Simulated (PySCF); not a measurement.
# One shape, several levels: AlH5S (Al(H2S)H3)

Aim: a comparison of 6 runs (M06-2X/STO-6G, PBE/STO-6G, PBE0/STO-6G, SVWN5/STO-6G, wB97X-V/STO-6G, CCSDTQ/STO-6G) of AlH5S (Al(H2S)H3). Input form: a Python script.

Program for the calculation: PySCF 2.14.0.

1 further run of the same task is left out (set aside as unsound or not needed).

## Step 1: The structure to begin with

The species is AlH5S (7 atoms), meant as a singlet with charge 0. As SMILES, `[H][Al]([H])([H])<-[SH2]`. One bond was lengthened or shortened from a relaxed shape.

Bond lengths: Al1–S2 2.471 Å, S2–H3 1.598 Å, S2–H4 1.332 Å, Al1–H5 1.563 Å, Al1–H6 1.577 Å, Al1–H7 1.563 Å. Angles: Al1–S2–H3 90.6°, Al1–S2–H4 90.1°, S2–Al1–H5 96.0°, S2–Al1–H6 92.1°, S2–Al1–H7 95.6°, H3–S2–H4 92.6°, H5–Al1–H6 118.7°, H5–Al1–H7 120.8°, H6–Al1–H7 118.6°.

## Step 2: A single-point energy at M06-2X/STO-6G (run 1)

Contents of mol.xyz:

```xyz
7
AlH5S
Al     0.057659    -0.478337    -1.016863
S      0.079689    -0.508307     1.453637
H      0.512600     1.030130     1.485280
H     -1.217621    -0.207057     1.471127
H      1.610009    -0.443557    -1.193913
H     -0.738281     0.882893    -1.051533
H     -0.736901    -1.813967    -1.179363
```

Contents of run.py:

```python
from pyscf import gto, dft

molecule = gto.Mole()
molecule.atom = 'mol.xyz'
molecule.max_memory = 1860
molecule.verbose = 4
molecule.basis = 'sto-6g'
molecule.spin = 0
molecule.build()

mf = dft.RKS(molecule)
mf.xc = 'm06-2x'
mf.conv_tol = 1e-10
mf.grids.level = 5
mf.kernel()
if not mf.converged:
    mf = mf.newton().run(mf.mo_coeff, mf.mo_occ)

etot = mf.e_tot
print(f'total energy: {etot:.8f} hartree')
```

Run with:

```
OMP_NUM_THREADS=1 python run.py
```

The log of the run:

```text
PySCF version 2.14.0

[INPUT] num. atoms = 7
[INPUT] num. electrons = 34
[INPUT] charge = 0
[INPUT] spin (= nelec alpha-beta = 2S) = 0
[INPUT] symmetry False subgroup None
[INPUT] Mole.unit = angstrom
[INPUT] Symbol           X                Y                Z      unit          X                Y                Z       unit  Magmom
[INPUT]  1 Al     0.057659000000  -0.478337000000  -1.016863000000 AA    0.108959718616  -0.903925925246  -1.921592576204 Bohr   0.0
[INPUT]  2 S      0.079689000000  -0.508307000000   1.453637000000 AA    0.150590385140  -0.960561017199   2.746975814534 Bohr   0.0
[INPUT]  3 H      0.512600000000   1.030130000000   1.485280000000 AA    0.968673611452   1.946663572698   2.806772418294 Bohr   0.0
[INPUT]  4 H     -1.217621000000  -0.207057000000   1.471127000000 AA   -2.300970213519  -0.391281022174   2.780027124453 Bohr   0.0
[INPUT]  5 H      1.610009000000  -0.443557000000  -1.193913000000 AA    3.042476068085  -0.838201250634  -2.256168586558 Bohr   0.0
[INPUT]  6 H     -0.738281000000   0.882893000000  -1.051533000000 AA   -1.395148892970   1.668425967296  -1.987109380942 Bohr   0.0
[INPUT]  7 H     -0.736901000000  -1.813967000000  -1.179363000000 AA   -1.392541070918  -3.427900828999  -2.228673071445 Bohr   0.0

nuclear repulsion = 84.3373156147276
number of shells = 15
number of NR pGTOs = 138
number of NR cGTOs = 23
basis = sto-6g
ecp = {}

******** <class 'pyscf.dft.rks.RKS'> ********
method = RKS
initial guess = minao
damping factor = 0
level_shift factor = 0
DIIS = <class 'pyscf.scf.diis.CDIIS'>
diis_start_cycle = 1
diis_space = 8
diis_damp = 0
SCF conv_tol = 1e-10
SCF conv_tol_grad = None
SCF max_cycles = 50
direct_scf = True
direct_scf_tol = 1e-13
XC library pyscf.dft.libxc version 7.0.0
    S. Lehtola, C. Steigemann, M. J.T. Oliveira, and M. A.L. Marques.,  SoftwareX 7, 1–5 (2018)
XC functionals = m06-2x
    Y. Zhao and D. G. Truhlar.,  Theor. Chem. Acc. 120, 215 (2008)
    Y. Zhao and D. G. Truhlar.,  Theor. Chem. Acc. 120, 215 (2008)
radial grids:
    Treutler-Ahlrichs [JCP 102, 346 (1995); DOI:10.1063/1.469408] (M4) radial grids

becke partition: Becke, JCP 88, 2547 (1988); DOI:10.1063/1.454033
pruning grids: <function nwchem_prune>
grids dens level: 5
symmetrized grids: False
atomic radii adjust function: <function treutler_atomic_radii_adjust>
small_rho_cutoff = 0
Set gradient conv threshold to 1e-05
Initial guess from minao.
tot grids = 203800
init E= -640.558907905128
  HOMO = -0.31580350736912  LUMO = 0.0439304239388669  gap/eV = 9.78886
cycle= 1 E= -641.118015672892  delta_E= -0.559  |g|= 0.217  |ddm|= 2.56
  HOMO = -0.217571543231299  LUMO = 0.11529566206124  gap/eV = 9.05778
cycle= 2 E= -641.139757574041  delta_E= -0.0217  |g|= 0.108  |ddm|= 0.64
  HOMO = -0.222132549876797  LUMO = 0.120634194226533  gap/eV = 9.32716
cycle= 3 E= -641.145049727333  delta_E= -0.00529  |g|= 0.0158  |ddm|= 0.219
  HOMO = -0.227491464732148  LUMO = 0.128486354884527  gap/eV = 9.68665
cycle= 4 E= -641.145175305783  delta_E= -0.000126  |g|= 0.003  |ddm|= 0.0334
  HOMO = -0.227914615851215  LUMO = 0.128827270482333  gap/eV = 9.70744
cycle= 5 E= -641.145179179312  delta_E= -3.87e-06  |g|= 0.000323  |ddm|= 0.00586
  HOMO = -0.227885720267107  LUMO = 0.128786558689864  gap/eV = 9.70555
cycle= 6 E= -641.145179237605  delta_E= -5.83e-08  |g|= 3.36e-05  |ddm|= 0.000779
  HOMO = -0.22787272127507  LUMO = 0.128763807540975  gap/eV = 9.70457
cycle= 7 E= -641.145179238797  delta_E= -1.19e-09  |g|= 6.74e-06  |ddm|= 0.000135
  HOMO = -0.227873205533083  LUMO = 0.128765742550465  gap/eV = 9.70464
cycle= 8 E= -641.145179238856  delta_E= -5.9e-11  |g|= 1.58e-06  |ddm|= 3.26e-05
  HOMO = -0.227873051926442  LUMO = 0.128765433428812  gap/eV = 9.70463
Extra cycle  E= -641.145179238863  delta_E= -6.93e-12  |g|= 5.32e-07  |ddm|= 6.77e-06
converged SCF energy = -641.145179238863
total energy: -641.14517924 hartree
```

It took 6.6 s on 1 thread of Arm Neoverse V2, shared host; peak memory 0.22 GiB.

## Step 3: A single-point energy at PBE/STO-6G (run 2)

Contents of calc.py:

```python
from pyscf import gto, dft

mol = gto.Mole()
mol.atom = '''
Al     0.057659    -0.478337    -1.016863
S      0.079689    -0.508307     1.453637
H      0.512600     1.030130     1.485280
H     -1.217621    -0.207057     1.471127
H      1.610009    -0.443557    -1.193913
H     -0.738281     0.882893    -1.051533
H     -0.736901    -1.813967    -1.179363
'''
mol.max_memory = 1860
mol.basis = 'sto-6g'
mol.verbose = 4
mol.spin = 0
mol.build()

ks = dft.RKS(mol, xc='pbe')
ks.grids.level = 5
ks.conv_tol = 1e-10
ks.kernel()
if not ks.converged:
    ks = ks.newton().run(ks.mo_coeff, ks.mo_occ)

energy = ks.e_tot
print('E(%s) = %.9f' % ('PBE', energy))
```

Run with:

```
OMP_NUM_THREADS=1 python calc.py
```

The log of the run:

```text
PySCF version 2.14.0

[INPUT] num. atoms = 7
[INPUT] num. electrons = 34
[INPUT] charge = 0
[INPUT] spin (= nelec alpha-beta = 2S) = 0
[INPUT] symmetry False subgroup None
[INPUT] Mole.unit = angstrom
[INPUT] Symbol           X                Y                Z      unit          X                Y                Z       unit  Magmom
[INPUT]  1 Al     0.057659000000  -0.478337000000  -1.016863000000 AA    0.108959718616  -0.903925925246  -1.921592576204 Bohr   0.0
[INPUT]  2 S      0.079689000000  -0.508307000000   1.453637000000 AA    0.150590385140  -0.960561017199   2.746975814534 Bohr   0.0
[INPUT]  3 H      0.512600000000   1.030130000000   1.485280000000 AA    0.968673611452   1.946663572698   2.806772418294 Bohr   0.0
[INPUT]  4 H     -1.217621000000  -0.207057000000   1.471127000000 AA   -2.300970213519  -0.391281022174   2.780027124453 Bohr   0.0
[INPUT]  5 H      1.610009000000  -0.443557000000  -1.193913000000 AA    3.042476068085  -0.838201250634  -2.256168586558 Bohr   0.0
[INPUT]  6 H     -0.738281000000   0.882893000000  -1.051533000000 AA   -1.395148892970   1.668425967296  -1.987109380942 Bohr   0.0
[INPUT]  7 H     -0.736901000000  -1.813967000000  -1.179363000000 AA   -1.392541070918  -3.427900828999  -2.228673071445 Bohr   0.0

nuclear repulsion = 84.3373156147276
number of shells = 15
number of NR pGTOs = 138
number of NR cGTOs = 23
basis = sto-6g
ecp = {}

******** <class 'pyscf.dft.rks.RKS'> ********
method = RKS
initial guess = minao
damping factor = 0
level_shift factor = 0
DIIS = <class 'pyscf.scf.diis.CDIIS'>
diis_start_cycle = 1
diis_space = 8
diis_damp = 0
SCF conv_tol = 1e-10
SCF conv_tol_grad = None
SCF max_cycles = 50
direct_scf = True
direct_scf_tol = 1e-13
XC library pyscf.dft.libxc version 7.0.0
    S. Lehtola, C. Steigemann, M. J.T. Oliveira, and M. A.L. Marques.,  SoftwareX 7, 1–5 (2018)
XC functionals = pbe
    J. P. Perdew, K. Burke, and M. Ernzerhof.,  Phys. Rev. Lett. 77, 3865 (1996)
    J. P. Perdew, K. Burke, and M. Ernzerhof.,  Phys. Rev. Lett. 78, 1396 (1997)
    J. P. Perdew, K. Burke, and M. Ernzerhof.,  Phys. Rev. Lett. 77, 3865 (1996)
    J. P. Perdew, K. Burke, and M. Ernzerhof.,  Phys. Rev. Lett. 78, 1396 (1997)
radial grids:
    Treutler-Ahlrichs [JCP 102, 346 (1995); DOI:10.1063/1.469408] (M4) radial grids

becke partition: Becke, JCP 88, 2547 (1988); DOI:10.1063/1.454033
pruning grids: <function nwchem_prune>
grids dens level: 5
symmetrized grids: False
atomic radii adjust function: <function treutler_atomic_radii_adjust>
small_rho_cutoff = 0
Set gradient conv threshold to 1e-05
[... 1 set-up line as earlier in the session ...]
tot grids = 203800
init E= -640.421120465366
  HOMO = -0.289347453848298  LUMO = -0.00496693913424229  gap/eV = 7.73839
cycle= 1 E= -640.855275215503  delta_E= -0.434  |g|= 0.258  |ddm|= 2.64
  HOMO = -0.11620430818232  LUMO = 0.0227712951796578  gap/eV = 3.78172
cycle= 2 E= -640.851778583947  delta_E= 0.0035  |g|= 0.282  |ddm|= 1.04
  HOMO = -0.120483347445834  LUMO = 0.0317808849012954  gap/eV = 4.14332
cycle= 3 E= -640.885348188795  delta_E= -0.0336  |g|= 0.0556  |ddm|= 0.578
  HOMO = -0.124929076893826  LUMO = 0.0357572820004523  gap/eV = 4.37250
cycle= 4 E= -640.886817063339  delta_E= -0.00147  |g|= 0.0099  |ddm|= 0.119
  HOMO = -0.126497117107609  LUMO = 0.0377830163712261  gap/eV = 4.47029
cycle= 5 E= -640.886864222182  delta_E= -4.72e-05  |g|= 0.000629  |ddm|= 0.0215
  HOMO = -0.126457688623496  LUMO = 0.0375066249635989  gap/eV = 4.46170
cycle= 6 E= -640.886864460052  delta_E= -2.38e-07  |g|= 8.32e-05  |ddm|= 0.00184
  HOMO = -0.126442299186888  LUMO = 0.0374766375225375  gap/eV = 4.46046
cycle= 7 E= -640.88686446401  delta_E= -3.96e-09  |g|= 1.97e-05  |ddm|= 0.000246
  HOMO = -0.126444161485544  LUMO = 0.0374771621205697  gap/eV = 4.46053
cycle= 8 E= -640.886864464237  delta_E= -2.27e-10  |g|= 1.95e-06  |ddm|= 5.25e-05
  HOMO = -0.126444286157678  LUMO = 0.037476931641297  gap/eV = 4.46052
cycle= 9 E= -640.886864464239  delta_E= -1.93e-12  |g|= 4.85e-07  |ddm|= 5.87e-06
  HOMO = -0.126444168036497  LUMO = 0.0374770428575304  gap/eV = 4.46052
Extra cycle  E= -640.88686446424  delta_E= -1.48e-12  |g|= 4.26e-07  |ddm|= 2.15e-06
converged SCF energy = -640.88686446424
E(PBE) = -640.886864464
```

It took 5.1 s on 1 thread of Arm Neoverse V2, shared host; peak memory 0.22 GiB.

Run 3 isn't shown in full; the table further down has it.

## Step 4: The energy at SVWN5/STO-6G (run 4)

Contents of calc.py:

```python
from pyscf import gto, dft

mol = gto.M(
    atom='''
Al       0.057659      -0.478337      -1.016863
S        0.079689      -0.508307       1.453637
H        0.512600       1.030130       1.485280
H       -1.217621      -0.207057       1.471127
H        1.610009      -0.443557      -1.193913
H       -0.738281       0.882893      -1.051533
H       -0.736901      -1.813967      -1.179363
''',
    basis='sto-6g',
    verbose=3,
    max_memory=1860,
)

mf = dft.RKS(mol)
mf.xc = 'svwn'
mf.grids.level = 5
mf.conv_tol = 1e-10
mf.kernel()
if not mf.converged:
    mf = mf.newton().run(mf.mo_coeff, mf.mo_occ)

energy = mf.e_tot
print('E = %.10f Eh' % energy)
```

Run with:

```
OMP_NUM_THREADS=1 python calc.py
```

The log of the run:

```text
converged SCF energy = -638.647191445376
E = -638.6471914454 Eh
```

Wall time 2.9 s (1 thread of Arm Neoverse V2, shared host); peak memory 0.15 GiB.

Run 5 isn't shown in full; the table further down has it.

## Step 5: A single-point energy at CCSDTQ/STO-6G (run 6)

Contents of run.py:

```python
from pyscf import gto, cc

mol = gto.Mole()
mol.atom = '''
Al   0.057659  -0.478337  -1.016863
S    0.079689  -0.508307   1.453637
H    0.512600   1.030130   1.485280
H   -1.217621  -0.207057   1.471127
H    1.610009  -0.443557  -1.193913
H   -0.738281   0.882893  -1.051533
H   -0.736901  -1.813967  -1.179363
'''
mol.max_memory = 1860
mol.basis = 'sto-6g'
mol.verbose = 3
mol.build()

mf = mol.RHF()
mf.conv_tol = 1e-10
mf.kernel()
if not mf.converged:
    mf = mf.newton().run(mf.mo_coeff, mf.mo_occ)

mycc = cc.CCSDTQ(mf, frozen=10)
mycc.kernel()
energy = mycc.e_tot
print('Final energy', energy)
```

Run with:

```
OMP_NUM_THREADS=1 python run.py
```

The log of the run:

```text
converged SCF energy = -639.995888538567
_make_eris_incore_RCCSDTQ
RCCSDTQ converged
E(RCCSDTQ) = -640.1078574234692   E_corr = -0.1119688849019166
E_corr(same-spin) = -0.00211167674400529
E_corr(oppo-spin) = -0.109857208157911
Final energy -640.1078574234692
```

Run time: 19 s. Hardware: 1 thread of Arm Neoverse V2, shared host; peak memory 0.17 GiB.

## Step 6: All runs side by side

```tsv
run	level	nlc grid	integration grid	energy (Eh)	dipole moment (D) of the reference	HOMO energy (eV)	LUMO energy (eV)	wall time
1	M06-2X/STO-6G	–	5	-641.145179	3.27	-6.20	3.50	6.6 s
2	PBE/STO-6G	–	5	-640.886864	3.44	-3.44	1.02	5.1 s
3	PBE0/STO-6G	–	5	-640.971489	3.35	-4.90	2.37	6 s
4	SVWN5/STO-6G	–	5	-638.647191	3.55	-3.24	1.20	2.9 s
5	wB97X-V/STO-6G	1	5	-641.137087	3.25	-7.45	4.88	31 s
6	CCSDTQ/STO-6G	–	–	-640.107857	3.05	-8.44	7.43	19 s
```

## Step 7: Outcome

```
                                           quantity          value
                                run 6: total energy  -640.10786 Eh
        run 6: dipole moment (Hartree–Fock density)         3.05 D
         run 6: HOMO energy (Hartree–Fock orbitals)       -8.44 eV
         run 6: LUMO energy (Hartree–Fock orbitals)        7.43 eV
       run 6: HOMO–LUMO gap (Hartree–Fock orbitals)       15.87 eV
run 6: correlation energy (10 core orbitals frozen)     -112.0 mEh
                               run 6: T1 diagnostic          0.007
```

What this shows: Over runs 1, 2, 3, 4, 5 the dipole moment (its size) runs from 3.25 D (wB97X-V/STO-6G) to 3.55 D (SVWN5/STO-6G). Over runs 1, 2, 3, 4, 5 the HOMO–LUMO gap runs from 4.44 eV (SVWN5/STO-6G) to 12.34 eV (wB97X-V/STO-6G). Totals of different functionals can't be ranked against each other. In runs 1, 2, 3, 4, 5, 6 the basis is minimal, so the values are rough. All runs together took 70 s, the longest 31 s.
